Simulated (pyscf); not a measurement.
F–N(F)–F + F–SiH₂–F -> F–SiH(F)–F + F–NH–F (four-centre exchange; singlet surface; F–N, H–Si broken, F–Si, H–N formed). Optimised with ωB97X-D3(BJ)/def2-SVP in PySCF. Energies in eV from the separated reactants.

| level | barrier | reaction energy |
|---|---|---|
| ωB97X-D3(BJ)/def2-TZVP | ? | ? |
| PBE/def2-TZVP | ? | -3.30 |
| r²SCAN/def2-TZVP | 1.98 | -3.48 |
| PBE0-D3(BJ)/def2-TZVP | 2.41 | -3.51 |
| ωB97M-D3(BJ)/def2-TZVP | 2.59 | -3.62 |
| HF/def2-TZVP | 3.86 | -3.94 |

Q: Fill in the missing entries.

A: 
- ωB97X-D3(BJ)/def2-TZVP, barrier: 2.69
- ωB97X-D3(BJ)/def2-TZVP, reaction energy: -3.54
- PBE/def2-TZVP, barrier: 1.87

The functionals in the table span 0.82 eV in this barrier, from PBE to ωB97X-D3(BJ)/def2-TZVP. This is the saddle that the search found; another between the same sides may lie lower. A restricted solution here is unstable towards spin polarisation, so biradical character is likely and single-reference numbers are less safe.
